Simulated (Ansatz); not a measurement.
# CHFSi (SMILES C#[Si]F): one structure at several levels

The task here is to estimate one member of a computed series from the others.

Computed with Ansatz 0.2.0, Gaussian basis. Level: single points in def2-TZVPP.

Cores are frozen in the correlated methods. B3LYP uses VWN-RPA correlation.

## The starting structure

SMILES `C#[Si]F`, 4 atoms, charge 0, spin multiplicity 1.

Atoms are counted from 1 here; the program's logs count them from 0.

Bond lengths: C1–Si2 1.721 Å, C1–H4 1.142 Å, Si2–F3 1.641 Å. Angles: Si2–C1–H4 113.5°, C1–Si2–F3 163.0°.

Coordinates:

```
C     0.3675    1.0318    0.2833
Si   -0.0331   -0.6147   -0.0202
F    -0.1879   -2.2431    0.1149
H    -0.1305    1.7620   -0.4397
```

The first run:

Contents of run/in.yaml:

```yaml
crystal:
  periodic: [false, false, false]
  atoms:
    - {symbol: C, position_ang: [0.367500, 1.031800, 0.283300]}
    - {symbol: Si, position_ang: [-0.033100, -0.614700, -0.020200]}
    - {symbol: F, position_ang: [-0.187900, -2.243100, 0.114900]}
    - {symbol: H, position_ang: [-0.130500, 1.762000, -0.439700]}
basis:
  gaussian: {orbitals: def2-TZVPP}
correlation: {method: ccsd_t}
output: {forces: true}
```

No record of the launch command was kept for these runs.

Steps of the session up to this table: CCSD(T)/def2-TZVPP; PBE0-D4/def2-TZVPP; wB97M-V/def2-TZVPP; r2SCAN-D4/def2-TZVPP; PBE-D4/def2-TZVPP; BHLYP-D4/def2-TZVPP; B3LYP-D4/def2-TZVPP.

One of the session's tables, all rows but one given; the rest of the session is left out.

```
   method  RMS force component (eV/Å)  angle to CCSD(T) forces (°)  dipole (D)
  CCSD(T)                       0.760                    reference        0.90
  PBE0-D4                       0.799                         20.0        1.29
  wB97M-V                       0.811                         22.5        1.41
r2SCAN-D4                       0.756                         18.7        1.29
   PBE-D4                           ?                            ?           ?
 BHLYP-D4                       0.982                         17.9        1.27
 B3LYP-D4                       0.744                         17.2        1.23
```

**Question.** Estimate the row for PBE-D4.

As computed: RMS force component (eV/Å): 0.594; angle to CCSD(T) forces (°): 25.0; dipole (D): 1.24. In the column «RMS force component (eV/Å)» it is the lowest.

Limits of these values: CCSD(T) in triple zeta still lacks some correlation energy of the bonds, so part of these gaps is its own basis error and they don't rank the functionals. The T1 diagnostic is large here, over the usual mark for main-group molecules (transition-metal compounds often pass it harmlessly), so CCSD(T) itself may be off.
